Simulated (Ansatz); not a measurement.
# F₂Si, SMILES F[Si]F: an active-space calculation

With Ansatz 0.2.0, Python API.

The script reads `f2si.xyz`:
```text
3

F     0.14735    1.31247    0.22629
Si   -0.57136   -0.04441   -0.31699
F     0.42401   -1.26805    0.09070
```

Run as a notebook:

**Cell 1**
```python
import ansatz as az
```

**Cell 2**
```python
geometry = az.Crystal.molecule_from_extxyz("f2si.xyz")

model = (
    geometry.calculation()
    .basis(gaussian="6-31G*")
    .correlation(active_electrons=6, active_orbitals=6)
)
for method in [None, "sc_nevpt2"]:
    summary = (model if method is None else model.correlation(method)).run().report
    space = summary["configurations"]
    state = space["states"][0]
    print(method or "casscf", f"total {summary['free_energy_ev'] / 27.211386246:.6f} Ha, active-space state {state['energy']['hartree']:.6f} Ha, mean field {summary['reference_energy_ev'] / 27.211386246:.6f} Ha")
    print("  determinants", state["n_determinants"], " natural occupations", [round(n, 3) for n in space["natural_occupations"]])
```
Output:
```text
casscf total -487.977466 Ha, active-space state -487.977466 Ha, mean field -487.880957 Ha
  determinants 400  natural occupations [1.983, 1.981, 1.98, 0.02, 0.019, 0.017]
RunWarning: the results are in doubt because another end's mean lies 0.688 eV lower, and its corrected mean 0.390 eV higher
sc_nevpt2 total -488.293102 Ha, active-space state -487.952160 Ha, mean field -487.880957 Ha
  determinants 200  natural occupations [1.983, 1.982, 1.932, 0.071, 0.019, 0.013]
```

Notes:
- The settings weren't tested for convergence.
- Warnings are shown shortened and without file and line.
- The geometry is a force-field or estimated start, not a minimum of this method, and the basis set is short of its limit. The active space starts as a window about the frontier orbitals and is then optimised, not chosen by chemistry.
- A lower CASSCF solution was found and passed over, so the printed active-space state isn't the lowest.
- Timing: 8.7 s on 1 thread of Arm Neoverse V2, on a shared host, peak memory 0.16 GiB.

(Lines on the test bed's own set-up are left out of the output.)
